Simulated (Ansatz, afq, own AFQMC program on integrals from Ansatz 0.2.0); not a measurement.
## Where AFQMC and coupled cluster stand for AlH$_{4}$⁺, singlet

| atom | x (Å) | y (Å) | z (Å) |
| --- | --- | --- | --- |
| Al | 0.0000 | 0.0622 | -0.1099 |
| H | 0.0000 | -0.3226 | 1.9312 |
| H | 0.0000 | 0.4470 | 1.9312 |
| H | 0.0000 | 1.5991 | -0.3260 |
| H | 0.0000 | -3.3879 | -0.5951 |

Basis 6-31G. Noble-gas cores (and the filled d shells of Ga–Kr and In–Xe) are frozen. AFQMC by an in-house program on the Cholesky factors that Ansatz 0.2.0 writes for its CCSD(T) run. ph-AFQMC/CISD is guided by a CISD state made of CCSD amplitudes; releasing the constraint for a short imaginary time cuts its bias at the price of noise, slowly where states lie close. ± is one standard error of the sampling.

Determinant: RHF, the one that the program's search chose, which needn't be the lowest solution. The geometry is a point of a scan.

Full CI on the same integrals is exact in this basis and with this determinant's frozen core.

Cautions: restricted determinant unstable towards unrestricted (UHF 2.75 eV lower, ⟨S²⟩ 0.98); strong correlation (T1 0.062, weight of the determinant 0.64, largest double 0.69); the CCSD(T) amplitudes may be one of several solutions (largest double 0.69); the CCSDT(Q) amplitudes may be one of several solutions (largest double 0.72); the CCSDTQ amplitudes may be one of several solutions (largest double 0.72); the released energies are still falling, so no released level is given (meV from the phaseless value at times in 1/Eh: -4 ± 4 at 0.24, -11 ± 4 at 0.51, -17 ± 3 at 0.99, -24.4 ± 2.2 at 1.62, -36 ± 3 at 2.40).

```
T1 diagnostic                               : 0.0617
weight of the determinant in the CISD state : 0.637
size of the correlated space                : 6 electrons in 16 orbitals
```

| level | correlation energy (eV) |
| --- | --- |
| MP2 | -2.3338 |
| CCSD | -4.1519 |
| CCSD(T) | -4.2836 |

Estimate where phaseless AFQMC with a CISD trial lies against CCSD(T) on the same integrals.

2.21 ± 0.18 mEh above CCSD(T).

Reference: full CI, correlation energy -4.299 eV. The cautions show a poor starting determinant, so the rows tell how each method copes with it here, and full CI is the sure value.

```
        level  E − E(reference) (mEh)  share of correlation (%)
      CCSD(T)                    0.58                     99.63
        CCSDT                    0.02                     99.99
     CCSDT(Q)                    0.03                     99.98
       CCSDTQ                    0.00                    100.00
  ph-AFQMC/HF            38.17 ± 1.39                     75.84
ph-AFQMC/CISD             2.79 ± 0.18                     98.23
```

CCSDT and higher add their correlation energy to the determinant of the CCSD(T) run, since their own runs factorise the integrals more tightly (a shift of under 2 meV). A walk keeps the symmetry of its determinant, which the program's search chose and which needn't be the lowest solution, so a lower state of the same spin and another symmetry isn't excluded.
